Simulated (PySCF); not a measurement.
How methods differ on the ionisation energy of Be

Be [He] 2s2 (1S) → Be⁺ [He] 2s1 (2S), as a difference of total energies. All numbers are calculated (PySCF 2.14, the spin-free X2C one-electron Hamiltonian (Gaussian nucleus), in x2c-TZVPall). Correlated levels: valence: 1s2 frozen. The calculations carry no spin-orbit coupling.

```tsv
method	ionisation energy (eV)	error (eV)
UHF	8.043	-1.280
M06-L	8.913	-0.410
LDA	9.022	-0.301
MP2 (valence)	8.753	-0.570
SCS-MP2 (valence)	8.895	-0.428
CCSD (valence)	9.270	-0.053
```

Reference: 9.323 eV (measured; NIST Atomic Spectra Database, ionization energies).

Errors of the correlated levels include the incompleteness of this basis and the frozen core.

With two correlated electrons CCSD is exact in that space.
